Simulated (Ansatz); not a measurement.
Other spins and charges of AsH$_{2}$⁻, singlet at one geometry

Geometry (PBE0/def2-TZVPD stationary point for this spin, not checked as a minimum):

```xyz
3

As    0.0000   -0.0283    0.0000
H     0.0000    1.0529   -1.0973
H     0.0000    1.0529    1.0972
```

Basis aug-cc-pVDZ; Ansatz 0.2.0. Correlated methods freeze the noble-gas cores and the filled d shells of p-block atoms. R marks a restricted (for open shells ROHF) determinant. Active spaces: valence = (8e, 6o) chosen from the atoms' valence shells. No spin–orbit coupling is included, and no scalar relativity.

Gaps are energies of the second state less the first, at fixed atoms, for a selection of the levels run; each method lands on the state that its own search finds for that charge and spin.

Question: PBE gives 1.245 eV for removing an electron, to the doublet. Estimate what RCCSDTQ gives in aug-cc-pVDZ.

Answer: RCCSDTQ in aug-cc-pVDZ gives 1.081 eV, so against it PBE is off by 0.164 eV.

```
                   level  gap (eV)  error (meV)
                    CISD     0.917         -164
                 BCCD(T)     1.075           -6
                  RCCSDT     1.076           -5
               RCCSDT(Q)     1.081            0
  CASSCF (valence space)     0.209         -872
MRCISD+Q (valence space)     1.052          -29
                  r2SCAN     1.170           89
                   B3LYP     1.292          211
                 wB97M-V     1.206          125
```

In so small a basis the reference is far from its limit while semilocal and hybrid functionals are nearer theirs, so the functionals' errors here hold much of the reference's basis and frozen-core error, which can add to them or hide them.

Full CI isn't at hand for all of this; RCCSDTQ serves as the reference, and is uncertain by about the last step of the cluster series.
